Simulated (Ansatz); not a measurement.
Predict the output of the script below (the Ansatz DFT code, driven from Python).

`cas_ch4mgo.py`:
```python
"""Active-space calculation on CH4MgO."""

import ansatz as az

config = {
    "basis_set": "def2-SVP",
}


def main() -> None:
    geometry_ang = [
        ("C", [-0.5901, 0.7596, -0.013]),
        ("O", [-0.7844, -0.4026, 0.662]),
        ("Mg", [0.8258, -1.4456, 0.1757]),
        ("H", [-0.5037, 0.6146, -1.1179]),
        ("H", [0.2898, 1.3079, 0.2923]),
        ("H", [-1.5138, 1.4698, 0.1815]),
        ("H", [2.3377, -2.3717, -0.2265]),
    ]
    system = az.Crystal.molecule()
    for symbol, xyz in geometry_ang:
        system = system.atom(symbol, xyz)

    calc = system.calculation()
    calc = calc.basis(gaussian=config["basis_set"]).correlation(active_electrons=4, active_orbitals=4)
    for method in ["sc_nevpt2"]:
        data = (calc if method is None else calc.correlation(method)).run().report
        space = data["configurations"]
        state = space["states"][0]
        print(method or "casscf", f"total {data['free_energy_ev'] / 27.211386246:.6f} Ha, active-space state {state['energy']['hartree']:.6f} Ha, mean field {data['reference_energy_ev'] / 27.211386246:.6f} Ha")
        print("  determinants", state["n_determinants"], " natural occupations", [round(n, 3) for n in space["natural_occupations"]])
    print("effectively unpaired electrons, sum of min(n, 2 - n):", round(sum(min(n, 2 - n) for n in space["natural_occupations"]), 3))


if __name__ == "__main__":
    main()
```

Running `python cas_ch4mgo.py` prints:
```text
RunWarning: the results are in doubt because another end's mean lies 0.259 eV lower, and its corrected mean 0.161 eV higher
sc_nevpt2 total -314.858266 Ha, active-space state -314.524137 Ha, mean field -314.484747 Ha
  determinants 36  natural occupations [1.982, 1.976, 0.024, 0.018]
effectively unpaired electrons, sum of min(n, 2 - n): 0.085
```
(Warnings from the package without file and line.)

Reading the output:
- Total energies depend on the basis set; only differences at equal settings carry meaning.
- The geometry is a force-field or estimated start, not a minimum of this method, and the basis set is short of its limit. The active space starts as a window about the frontier orbitals and is then optimised, not chosen by chemistry.
- A lower CASSCF solution was found and passed over, so the printed active-space state isn't the lowest.
- Finished in 3.7 s on 1 thread of Arm Neoverse V1 (shared host), peak memory 0.17 GiB.

(Lines on the test bed's own set-up are left out of the output.)
